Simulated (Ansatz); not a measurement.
# How far a parabola holds: energy against volume of zinc-blende GaN (metastable phase)

Zinc-blende GaN (metastable phase) was calculated with r²SCAN (plane waves, PAW; Ansatz, a first-principles code). Run with plane-wave cutoff 560 eV, 14×14×14 k mesh, Fermi–Dirac smearing 0.01 eV, scalar-relativistic PAW data made under PBE. The cell has no free parameter but its volume, all volumes share cutoff and mesh, and the runs aren't spin-polarised. Energies are free energies at the run's smearing, counted from the lowest row; static lattice.

```
V (Å³/atom)  E (meV/atom)
-----------  ------------
10.691                  ?
10.919              12.02
11.146               2.90
11.374               0.00
11.601               2.68
11.829              10.39
```

Using a parabola, estimate the missing E at V = 10.691 from the other rows, showing the fit.

With u = V - 11.37, the rows have u = -0.45100, -0.22400, 0.00400, 0.23100, 0.45900. Least squares gives E = -0.001 - 1.952·u + 54.154·u². Residuals (row less fit): 0.126, -0.253, 0.008, 0.242, -0.122; standard error 0.277 (degrees of freedom: 2). The fitted curve has its minimum at V = 11.4, where E = -0.02. Its curvature is d²E/dV² = 2 × 54.154 meV/Å⁶, so B = V0·d²E/dV² × 0.1602 = 198 GPa. At the withheld row, u = -0.67900, so E = -0.001 - 1.952 × (-0.67900) + 54.154 × (-0.67900)² = 26.292 meV/atom. The calculation gives 28.05 meV/atom, 1.758 meV/atom above the prediction (6.3 % of the range of E in the table). The row lies outside the fitted rows, so this is an extrapolation. From the scatter of the fitted rows alone, a prediction at this place has a standard error of 0.657 meV/atom, so the miss is 2.7 times that.

The residuals are curvature that a parabola lacks, not noise. A solid that stiffens under compression and softens on expansion lies above the parabola at the compressed end and under it at the expanded end, as this row does. A third-order Birch-Murnaghan fit to the whole scan has B0 = 196 GPa. Only scans are tabulated whose curvature falls smoothly with volume, and where the parabola meets the shown rows within 5 % of their range and misses the end by 0.1 meV or more.
